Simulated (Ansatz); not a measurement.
# C4H7N: the cost of one run

Program: Ansatz 0.2.0. Level of theory: the levels named in each step. These are calculated values, not measurements.

## 1. The structure to begin with

Bond lengths: C1–C2 1.196 Å, C2–C3 1.453 Å, C3–N4 1.456 Å, N4–C5 1.448 Å, C1–H6 1.049 Å, C3–H7 1.095 Å, C3–H8 1.108 Å, N4–H9 1.016 Å, C5–H10 1.102 Å, C5–H11 1.090 Å, C5–H12 1.088 Å. Angles (14 of 17 angles, heavy atoms first): C1–C2–C3 178.8°, C2–C3–N4 110.7°, C3–N4–C5 112.9°, C2–C1–H6 179.0°, C2–C3–H7 108.5°, C2–C3–H8 108.2°, N4–C3–H7 108.4°, N4–C3–H8 112.6°, C3–N4–H9 109.4°, C5–N4–H9 110.0°, N4–C5–H10 113.4°, N4–C5–H11 108.4°, N4–C5–H12 109.0°, H7–C3–H8 108.4°.

Coordinates:

```xyz
12

C     2.1046   -0.6577    0.1897
C     1.1649    0.0829    0.1871
C     0.0056    0.9595    0.1905
N    -1.0794    0.3803   -0.5889
C    -1.6590   -0.7894    0.0365
H     2.9396   -1.2927    0.1859
H     0.2894    1.9124   -0.2687
H    -0.2811    1.1504    1.2440
H    -1.7966    1.0829   -0.7417
H    -2.0733   -0.5899    1.0381
H    -0.8835   -1.5493    0.1322
H    -2.4523   -1.1752   -0.6010
```

## 2. A rough first relaxation, PBE-D4/def2-SVP

This run stands in another session on the same molecule. It ended at:

```xyz
12

C     2.1856   -0.6391    0.2063
C     1.2020    0.0860    0.1809
C     0.0088    0.9413    0.1750
N    -1.0925    0.3714   -0.5935
C    -1.7076   -0.7876    0.0286
H     3.0626   -1.2706    0.2218
H     0.2809    1.9202   -0.2776
H    -0.2557    1.1605    1.2482
H    -1.7928    1.1042   -0.7509
H    -2.0891   -0.6148    1.0707
H    -0.9693   -1.6145    0.0868
H    -2.5540   -1.1430   -0.5927
```

## 3. Relaxation, HF/STO-3G

File input.yaml:

```yaml
crystal:
  periodic: [false, false, false]
  atoms:
    - { symbol: C, position_ang: [2.18559379, -0.63912617, 0.20630102] }
    - { symbol: C, position_ang: [1.20197759, 0.08596269, 0.18085791] }
    - { symbol: C, position_ang: [0.00878906, 0.94127558, 0.17504184] }
    - { symbol: "N", position_ang: [-1.09247233, 0.37142825, -0.59352378] }
    - { symbol: C, position_ang: [-1.7075826, -0.78760431, 0.02863382] }
    - { symbol: H, position_ang: [3.06264609, -1.27059563, 0.22176685] }
    - { symbol: H, position_ang: [0.28094992, 1.9202233, -0.27758318] }
    - { symbol: H, position_ang: [-0.25574522, 1.16052943, 1.24823625] }
    - { symbol: H, position_ang: [-1.79278703, 1.10419597, -0.75087782] }
    - { symbol: H, position_ang: [-2.08908827, -0.61480945, 1.07073751] }
    - { symbol: H, position_ang: [-0.96929587, -1.6144778, 0.08679935] }
    - { symbol: H, position_ang: [-2.55403514, -1.14299186, -0.59265978] }
basis:
  gaussian: { orbitals: STO-3G }
hamiltonian:
  xc: hf
relax:
  f_tol: 0.002
  max_steps: 150
```

Started as:

```sh
$ ansatz run input.yaml --threads 4 --pin off --max-ram 10240MiB --backend cpu --events-out ev --progress --plain --runs-dir out
```

Q: Estimate wall time and peak memory on 4 threads of Arm Neoverse N1, shared host.

About 4 s, with a peak of 0.088 GiB.
